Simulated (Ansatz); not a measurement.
Results of LDA (Ansatz, a quantum-chemistry and plane-wave program, plane waves, PAW) for BHPb2O4 (C2/m, No. 12; cell taken from a computed entry).

Run with plane-wave cutoff 520 eV, 8×8×6 k mesh (along the axes of the cell as run), Fermi–Dirac smearing 0.01 eV, scalar-relativistic PAW data made under PBE.

Cell (relaxed with PBEsol):

```
Pb2BHO4
1.0
    6.45944    -2.83553     0.01250
    6.45944     2.83553     0.01250
   -3.33507     0.00000     6.58338
B H Pb O
2 2 4 8
Direct
  0.33072   0.33072   0.34432
  0.66928   0.66928   0.65568
  0.46227   0.46227   0.62224
  0.53773   0.53773   0.37776
  0.05821   0.05821   0.26794
  0.94179   0.94179   0.73206
  0.65611   0.65611   0.07369
  0.34389   0.34389   0.92631
  0.41033   0.41033   0.26872
  0.58967   0.58967   0.73128
  0.37175   0.37175   0.55542
  0.62825   0.62825   0.44458
  0.21496   0.21496   0.21464
  0.78504   0.78504   0.78536
  0.25441   0.74559   0.00000
  0.74559   0.25441   0.00000
```

**Question.** Predict the band gap, smallest direct gap on the k points sampled and direct gap at Γ.

**Answer.** 
- band gap = 2.87 eV
- smallest direct gap on the k points sampled = 3.10 eV
- direct gap at Γ = 3.95 eV

Note: cell and atoms aren't relaxed at this level (largest force component 0.32 eV/Å, pressure -3.1 GPa); this cell isn't known to be the ambient phase, and symmetry holds it in the calculation.

Spin–orbit coupling is not included; with these elements it can move the gap by several tenths of an eV or more.

The computed numbers hold no vibrational or temperature effects.

Cost on a shared machine: around 7 core-minutes (rough).
